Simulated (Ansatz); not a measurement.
Compare A (`C#CCOC=O`) with its isomer B (`C#CCC(=O)O`).

Calculated with Ansatz (gas phase, PBE0-D4/def2-TZVP geometries, no zero-point term in ΔE). CBS: MP2 limit from def2 TZ/QZ plus the TZ coupled-cluster correction, frozen cores. Functionals use def2-TZVPP. B3LYP here is the variant with VWN-RPA as its local correlation; programs differ in this. One conformer a species, not always the lowest.

A:

```xyz
10

C    -1.769   -1.550   -0.177
C    -0.671   -1.075   -0.236
C     0.665   -0.513   -0.315
O     0.643    0.884   -0.637
C     0.516    1.716    0.400
O     0.440    1.401    1.549
H    -2.747   -1.968   -0.117
H     1.192   -0.661    0.630
H     1.229   -0.984   -1.122
H     0.501    2.750    0.025
```

B:

```xyz
10

C    -2.428   -0.656   -0.096
C    -1.363   -0.170    0.156
C    -0.086    0.431    0.477
C     1.069   -0.085   -0.353
O     1.018   -0.911   -1.215
O     2.205    0.530    0.018
H    -3.369   -1.095   -0.329
H    -0.124    1.518    0.349
H     0.167    0.269    1.530
H     2.911    0.169   -0.537
```

Q: Which isomer does CCSD(T)/CBS put lower? Give the gap. (An estimate is asked.)

A: Ansatz gave: B, by 15.9 kcal/mol.

Q: Give E(B) − E(A) in kcal/mol with MP2/def2-TZVPP, B2PLYP, ωB97M-V, CCSD(T)/def2-TZVPP, r2SCAN-D4, B3LYP-D4, CCSD/def2-TZVPP. (An estimate is asked.)

A: Computed: MP2/def2-TZVPP -16.4, B2PLYP -15.1, ωB97M-V -16.2, CCSD(T)/def2-TZVPP -15.4, r2SCAN-D4 -15.8, B3LYP-D4 -14.7, CCSD/def2-TZVPP -15.7. None reverses the order clearly.

Largest T1 diagnostic: 0.015.

From PBE to PBE0 (25 % exact exchange), in def2-TZVPP and without D4, E(B) − E(A) moves by −1.2 kcal/mol.
